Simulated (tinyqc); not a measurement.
The basis set: RHF and MP2 along a ladder of basis sets, for H2O, spin multiplicity 1. Computed by the program tinyqc with PySCF. Same geometry throughout; the dipole is taken about the origin.

Geometry (angstrom):
```
atom       x        y       z
O     0.0000   0.0000  0.0000
H     0.0000   0.6810  0.5660
H     0.0000  -0.6810  0.5660
```

RHF and frozen-core MP2 in a ladder of bases:
```
basis        functions  E(RHF) (hartree)  E(MP2 corr) (hartree)  HOMO (eV)  LUMO (eV)  dipole (debye)
sto-3g               7         -74.93660               -0.03047    -10.904     18.667           1.848
3-21g               13         -75.56730               -0.11598    -13.220      7.699           2.474
6-31g               13         -75.96982               -0.12136    -13.816      5.910           2.662
6-31g**             24         -76.01309               -0.18944    -13.714      6.225           2.181
cc-pvdz             24         -76.01661               -0.19699    -13.619      5.316           2.040
aug-cc-pvdz         41         -76.03174               -0.21342    -14.070      0.983           1.999
cc-pvtz             58         -76.04860               -0.25679    -13.938      4.019           2.024
```

What does the comparison show, and why?

From cc-pVDZ to cc-pVTZ the RHF energy falls by 32.0 mhartree and the correlation energy by 59.8. If valence correlation converges as X^-3, (27 E(T) - 8 E(D))/19 gives -0.2820 hartree, a rough estimate from such small X that usually falls short; STO-3G holds about 11 % of it. Beyond STO-3G the LUMO moves by 6.7 eV and the HOMO by 0.8 eV; diffuse functions lower the positive LUMO sharply, since an unbound virtual level tracks the most diffuse function.
